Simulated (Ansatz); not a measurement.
Reaction (SMILES): C=CF + 3 [H][H] (H2) → 2 C (CH4) + F (HF)
B3LYP-D3(BJ)/def2-TZVP geometries, fixed; electronic energies without zero-point terms.
Largest species:
```
C
C 1 1.3174
F 1 1.3475 2 122.16
H 2 1.0798 1 119.40 3 180.00
H 2 1.0810 4 119.01 1 180.00
H 1 1.0823 2 126.09 4 0.00
```

Core correlation in the energy of full hydrogenation at CCSD(T) with Ansatz (a quantum-chemistry and plane-wave program), in kcal/mol: frozen core against all electrons. Core-valence sets carry the plain set on hydrogen. Costs are rough ratios of core time on shared machines of one kind.

| basis | functions, most | frozen core | all electrons | core term (second minus first) | cost over frozen core |
|---|---|---|---|---|---|
| cc-pVDZ | 57 | -78.10 | -78.61 | -0.52 | - |
| cc-pCVDZ | 69 | -78.12 | -78.46 | -0.34 | - |
| cc-pVTZ | 132 | -79.56 | -81.09 | -1.54 | 1× |
| cc-pCVTZ | 171 | -79.28 | -79.50 | -0.21 | 2× |
| cc-pwCVTZ | 171 | -79.14 | -79.35 | -0.21 | 1× |
| cc-pVQZ | 255 | -80.20 | -81.38 | -1.17 | 1× |

The largest core-valence set, cc-pwCVTZ, gives a core term of -0.21 kcal/mol; the valence set cc-pVQZ, which lacks functions for the core, gives -1.17.
